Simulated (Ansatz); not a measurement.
HfO2 (P2₁/c, No. 14), treated with LDA (plane waves, PAW; Ansatz, a quantum-chemistry and plane-wave program).

Settings: plane-wave cutoff 520 eV, 8×8×8 k mesh, scalar-relativistic PAW data made under PBE.

Computed at the level's own relaxed cell.

Elastic tensor (GPa, Voigt notation, ions relaxed):

```
  336.2   184.6    97.9     0.0    52.6     0.0
  184.6   453.6   165.7     0.0    -9.0     0.0
   97.9   165.7   274.1     0.0    21.3     0.0
    0.0     0.0     0.0   103.3     0.0   -10.4
   52.6    -9.0    21.3     0.0   100.4     0.0
    0.0     0.0     0.0   -10.4     0.0   152.5
```

Question: Work out the Voigt, Reuss and Hill averages of the bulk and shear moduli, Young's modulus and Poisson's ratio from the printed constants.

Answer: K_V = [C11 + C22 + C33 + 2(C12 + C13 + C23)]/9 = [1063.9 + 2 × 448.2]/9 = 217.8 GPa. G_V = [1063.9 − 448.2 + 3 × 356.2]/15 = 112.3 GPa. From the compliances S = C⁻¹, K_R = 186.7 and G_R = 100.3 GPa. Hill means: K = 202.2, G = 106.3 GPa. E = 9KG/(3K + G) = 271 GPa, ν = (3K − 2G)/(6K + 2G) = 0.28, K/G = 1.90.

Note: the relaxation could not lower the start's symmetry, so the cell can be a saddle point above a distorted one.

Spin–orbit coupling is not included.

Computed values are for the static lattice.
